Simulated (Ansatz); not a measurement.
Elastic constant C12 (GPa) of solids drawn from the class of oxides, at two levels: r²SCAN in Ansatz (PAW), and HSE06 (PAW; Ansatz, a first-principles code).

```
solid                            r²SCAN  HSE06  shift (%)
-------------------------------  ------  -----  ---------
rutile TiO2                         198    195       -1.5
rock-salt MgO                      94.6   97.7       +3.3
stishovite (SiO2)                   203    201       -1.0
rock-salt CaO                      59.5   61.5       +3.4
cubic perovskite BaHfO3            86.4   85.9       -0.6
cubic perovskite BaZrO3            85.5   87.2       +2.0
cubic perovskite KTaO3             82.8   85.1       +2.8
rock-salt SrO                      48.8   51.2       +4.9
anatase TiO2 (metastable phase)     159    164       +3.1
```

The shifts run from -1.5 % to +4.9 %, with a median of +2.8 %.

Over all 9 rows HSE06 is the larger in 6.

Ansatz's runs of these crystals have no spin polarisation.

Spin–orbit coupling is left out, also for the solids with elements from indium on (cubic perovskite BaHfO3, cubic perovskite BaZrO3, cubic perovskite KTaO3); its size isn't shown.

Each level is taken at its own relaxed cell. Ansatz's density-functional and Hartree–Fock values are scalar-relativistic unless marked +SOC, with PAW data made under PBE.
